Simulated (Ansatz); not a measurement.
# NO+ (nitrosonium): levels of theory compared

Wanted: a comparison of 6 runs (PBE0/STO-3G, UB3LYP/STO-3G, UMP2/STO-3G, CCSDT(Q)/STO-3G, CCSDT/STO-3G, UCCSD(T)/STO-3G) of NO+ (nitrosonium). 

The results are computed with Ansatz 0.2.0.

13 further runs of the same task are left out: 12 that didn't finish, 1 set aside as unsound or not needed.

## Step 1: Starting point

NO+ has 2 atoms, charge +1, and is taken as a singlet. SMILES: `N#[O+]`. The O2–N1 distance was set to 1.329 Å, away from the relaxed value.

Bond lengths: N1–O2 1.329 Å.

## Step 2: A single-point energy at PBE0/STO-3G (run 1)

Contents of run.yaml:

```yaml
basis:
  gaussian:
    orbitals: STO-3G
crystal:
  periodic: [false, false, false]
  atoms:
    - {symbol: N, position_ang: [0.000000, 0.000000, -0.265780]}
    - {symbol: O, position_ang: [0.000000, 0.000000, 1.063220]}
total_charge: 1
hamiltonian:
  xc: pbe0
accuracy: high
```

The run is started by

```console
$ ansatz run run.yaml --threads 1 --pin off --max-ram 2610MiB --events-out events.jsonl --progress --plain --runs-dir runs
```

The log of the run:

```text
Warning: RAYON_NUM_THREADS=1 ignored (pool sized by the plan → 1); use --threads N
Functional definition: PBE0
  name "PBE0"
  parameter a = 0.25
  parameter kappa = 0.804
  parameter beta = 0.06672455060314922
  exchange = (1 - a)*pbe_x(kappa = kappa, mu = beta*pi^2/3) + a*exact_x
  correlation = pbe_c(beta = beta)
149 factors; integrals over basis functions are off by at most 4.2e-8 eV
mean field evaluation 1: about -3468.8335 eV, gradient 4.4e1 eV
mean field evaluation 2: about -3404.6364 eV, gradient 1.4e2 eV
mean field evaluation 4: about -3471.9914 eV, gradient 2.7e1 eV
mean field evaluation 8: about -3473.6101 eV, gradient 6.3e-3 eV
mean field evaluation 16: about -3473.5586 eV, gradient 3.1e-5 eV
mean field -3473.55861962 eV, -127.6509248083 hartree, gradient 3.1e-8 eV, S^2 0.000000; 0 other end points of the search recorded, 0 dependent functions left out
reference -3473.55862016 eV, -127.6509248281 hartree; 7, 7 occupied and 3, 3 virtual orbitals, 149 factors
Total energy: -3473.55862016 eV, -127.6509248281 hartree
```

Wall time 0.34 s (1 thread of Arm Neoverse V1, shared host).

## Step 3: A single-point energy at UB3LYP/STO-3G (run 2)

Contents of molecule.yaml:

```yaml
crystal:
  periodic: [false, false, false]
  atoms:
    - symbol: N
      position_ang: [0.000000, 0.000000, -0.265780]
    - symbol: O
      position_ang: [0.000000, 0.000000, 1.063220]
basis:
  gaussian:
    orbitals: STO-3G
total_charge: 1
magnetization:
  spin_polarized: true
hamiltonian:
  xc: {name: B3LYP}
accuracy: high
```

The run is started by

```console
$ ansatz run molecule.yaml --threads 1 --pin off --max-ram 2610MiB --events-out events.jsonl --progress --plain --runs-dir runs
```

The log of the run:

```text
Warning: RAYON_NUM_THREADS=1 ignored (pool sized by the plan → 1); use --threads N
Functional definition: B3LYP
  name "B3LYP"
  parameter a0 = 0.2
  parameter ax = 0.72
  parameter ac = 0.81
  exchange = (1 - a0 - ax)*slater_x + ax*b88_x + a0*exact_x
  correlation = (1 - ac)*vwn_rpa_c + ac*lyp_c
149 factors; integrals over basis functions are off by at most 4.2e-8 eV
mean field evaluation 1: about -3471.9770 eV, gradient 3.1e1 eV
mean field evaluation 2: about -3402.4510 eV, gradient 1.0e2 eV
mean field evaluation 4: about -3473.6530 eV, gradient 2.6e1 eV
mean field evaluation 8: about -3476.7612 eV, gradient 7.4e-2 eV
mean field evaluation 16: about -3476.7057 eV, gradient 7.9e-5 eV
mean field -3476.70572542 eV, -127.7665788136 hartree, gradient 3.3e-8 eV, S^2 0.000000; 1 other end points of the search recorded, 0 dependent functions left out
reference -3476.70573984 eV, -127.7665793433 hartree; 7, 7 occupied and 3, 3 virtual orbitals, 149 factors
Total energy: -3476.70573984 eV, -127.7665793433 hartree
```

Run time: 0.66 s. Hardware: 1 thread of Arm Neoverse V1, shared host; peak memory 0.089 GiB.

Runs 3 to 4 aren't shown in full; the table further down has their settings and results.

## Step 4: The energy at CCSDT/STO-3G (run 5)

Contents of molecule.yaml:

```yaml
crystal:
  periodic: [false, false, false]
  atoms:
    - {symbol: "N", position_ang: [0.000000, 0.000000, -0.265780]}
    - {symbol: O, position_ang: [0.000000, 0.000000, 1.063220]}
basis:
  gaussian: {orbitals: STO-3G}
total_charge: 1
correlation: {method: ccsdt, frozen_orbitals: {"N": 1, O: 1}}
accuracy: high
scf: {omitted_lower_state_checks: [cluster_reference, increment]}
```

The run is started by

```console
$ ansatz run molecule.yaml --threads 1 --pin off --max-ram 2610MiB --events-out events.jsonl --progress --plain --runs-dir runs
```

The log of the run, shortened:

```text
Warning: RAYON_NUM_THREADS=1 ignored (pool sized by the plan → 1); use --threads N
Functional definition: HF
  name "HF"
[...]
149 factors; integrals over basis functions are off by at most 4.2e-8 eV
[...]
mean field -3459.19398994 eV, -127.1230344044 hartree, gradient 1.9e-9 eV, S^2 0.000000; 0 other end points of the search recorded, 0 dependent functions left out; unrestricted orbitals would lower it
2 core orbitals not correlated: weight in the atoms' cores, before any rotation towards them, 1.000 or more for the frozen orbitals, at most 0.000 for the correlated occupied ones
reference -3459.19398994 eV, -127.1230344044 hartree; 5, 5 occupied and 3, 3 virtual orbitals, 149 factors
second order -8.32498973 eV of doubles, -0.00000000 eV of singles
cycle   1  -5.43879743 eV  change     2.7e0 eV  update   2.8e-1
[...]
cycle  23  -7.28583683 eV  change  -3.8e-10 eV  update  2.7e-10
WARN: these amplitudes may be one of several solutions (largest doubles amplitude 0.22, level shift 0.55 eV)
Total energy: -3466.47982677 eV, -127.3907839693 hartree
Checks for a lower state left out: cluster_reference, increment
```

It took 0.22 s on 1 thread of Arm Neoverse V1, shared host.

## Step 5: A single-point energy at UCCSD(T)/STO-3G (run 6)

Contents of input.yaml:

```yaml
crystal:
  periodic: [false, false, false]
  atoms:
    - {symbol: "N", position_ang: [0.000000, 0.000000, -0.265780]}
    - {symbol: O, position_ang: [0.000000, 0.000000, 1.063220]}
basis:
  gaussian: {orbitals: STO-3G}
total_charge: 1
magnetization: {spin_polarized: true}
correlation: {method: ccsd_t, frozen_orbitals: {"N": 1, O: 1}}
accuracy: high
scf: {omitted_lower_state_checks: [cluster_reference, increment]}
```

The run is started by

```console
$ ansatz run input.yaml --threads 1 --pin off --max-ram 2610MiB --events-out events.jsonl --progress --plain --runs-dir runs
```

The log of the run, shortened:

```text
Warning: RAYON_NUM_THREADS=1 ignored (pool sized by the plan → 1); use --threads N
Functional definition: HF
  name "HF"
[...]
149 factors; integrals over basis functions are off by at most 4.2e-8 eV
[...]
mean field -3461.90320406 eV, -127.2225961869 hartree, gradient 3.2e-8 eV, S^2 1.430397; 8 other end points of the search recorded, 0 dependent functions left out
2 core orbitals not correlated: weight in the atoms' cores, before any rotation towards them, 1.000 or more for the frozen orbitals, at most 0.000 for the correlated occupied ones
reference -3461.90320406 eV, -127.2225961869 hartree; 5, 5 occupied and 3, 3 virtual orbitals, 149 factors
second order -1.81063726 eV of doubles, -0.00000000 eV of singles
cycle   1  -2.10443915 eV  change   -2.9e-1 eV  update   1.1e-1
[...]
cycle  30  -4.43176127 eV  change  -2.3e-10 eV  update  6.6e-11
perturbative correction -0.08427020 eV, -0.0030968728 hartree
Total energy: -3466.41923553 eV, -127.3885572822 hartree
Checks for a lower state left out: cluster_reference, increment
```

It took 0.32 s on 1 thread of Arm Neoverse V1, shared host.

## Step 6: Overview of the runs

```tsv
run	level	frozen core orbitals	energy (Eh)	wall time
1	PBE0/STO-3G	–	-127.650925	0.34 s
2	UB3LYP/STO-3G	–	-127.766579	0.66 s
3	UMP2/STO-3G	2	-127.289136	0.14 s
4	CCSDT(Q)/STO-3G	2	-127.395094	0.34 s
5	CCSDT/STO-3G	2	-127.390784	0.22 s
6	UCCSD(T)/STO-3G	2	-127.388557	0.32 s
```

## Step 7: Outcome

| quantity | value |
| --- | --- |
| run 6: total energy | -127.38856 Eh |
| run 6: correlation energy (2 core orbitals frozen) | -166.0 mEh |
| run 6: (T) correction | -3.10 mEh |
| run 6: ⟨S²⟩ of the reference determinant | 1.430 |
| run 6: T1 diagnostic | 0.153 |

What this shows: Totals of different functionals can't be ranked against each other. In runs 4, 5 the log says that unrestricted orbitals would lower the reference, so the values rest on an unstable closed-shell determinant (other closed-shell runs at this shape may share the fault). In runs 1, 2, 3, 4, 5, 6 the basis is minimal, so the values are rough. Spin contamination of the reference: run 3 ⟨S²⟩ = 1.43, run 6 ⟨S²⟩ = 1.43. Where it is this large, the reference is a mixture of spin states, and values that rest on it are in doubt. All runs together took 2 s, the longest 0.66 s.
